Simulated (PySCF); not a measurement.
**Threshold energies of HCl in a plasma**

CCSD(T) extrapolated to the basis-set limit (PySCF; HCl CCSD(T)/CBS(TQ)+CV+SR, HCl⁺ CCSD(T)/CBS(TQ)+CV+SR; CV core-valence, SR scalar-relativistic term); no spin–orbit coupling.

| species | state (unpaired electrons) | Re (Å) | ωe (cm⁻¹) | energy of the minimum from the neutral (eV) | De (eV) | dissociates to |
| --- | --- | --- | --- | --- | --- | --- |
| HCl | singlet (closed shell) | 1.275 | 2993 | 0.00 | 4.66 | H + Cl |
| HCl⁺ | doublet (π ↑) | 1.315 | 2679 | 12.82 | 4.83 | H + Cl⁺ |

Work out the lowest energy to break HCl into atoms, from its vibrational ground state.

D0 = De − ωe/2 = 4.66 − 0.19 = 4.47 eV (composite CCSD(T)).

Work out the ionisation energy of the Cl atom at this level and the threshold of dissociative ionisation.

IE(Cl) = 12.82 + 4.83 − 4.66 = 12.99 eV, so H + Cl⁺ + e⁻ appears at D0 + IE(Cl) = 17.46 eV (composite CCSD(T)). The measured IE(Cl) is 12.968 eV (NIST ASD).

These are thermodynamic thresholds; the onsets seen under electron impact lie higher where the geometry changes, and cross-sections peak well above them.

For an ion De counts to the pair picked by the measured ionisation energies or electron affinities, which need not be the lowest pair at this level. Where the molecule has an RHF reference, its open-shell atoms are computed with UHF. States were picked by a PBE0 search and need not be the measured ground states.
